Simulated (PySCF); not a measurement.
CH₃F, SMILES CF, PBE0/def2-SVP optimised geometry.

```
5

C     -0.32    -0.37     0.00
F     -0.78     0.91     0.00
H     -0.68    -0.91    -0.90
H      0.78    -0.37     0.00
H     -0.68    -0.91     0.90
```

Density from PBE0/def2-TZVP (PySCF) at that geometry.

Minimum of the electron density along straight lines between bonded atoms, close to the bond critical point (lines longer than 1.1 times the sum of covalent radii, or with two minima, are not listed):

```json
[
 {"bond": "C1–F2", "length / Å": "1.363", "ρ at the minimum / e bohr⁻³": "0.252", "∇²ρ there / e bohr⁻⁵": "-0.08", "position (fraction from the first atom)": "0.33"},
 {"bond": "C1–H3", "length / Å": "1.103", "ρ at the minimum / e bohr⁻³": "0.280", "∇²ρ there / e bohr⁻⁵": "-0.98", "position (fraction from the first atom)": "0.65"},
 {"bond": "C1–H4", "length / Å": "1.103", "ρ at the minimum / e bohr⁻³": "0.280", "∇²ρ there / e bohr⁻⁵": "-0.98", "position (fraction from the first atom)": "0.65"},
 {"bond": "C1–H5", "length / Å": "1.103", "ρ at the minimum / e bohr⁻³": "0.280", "∇²ρ there / e bohr⁻⁵": "-0.98", "position (fraction from the first atom)": "0.65"}
]
```
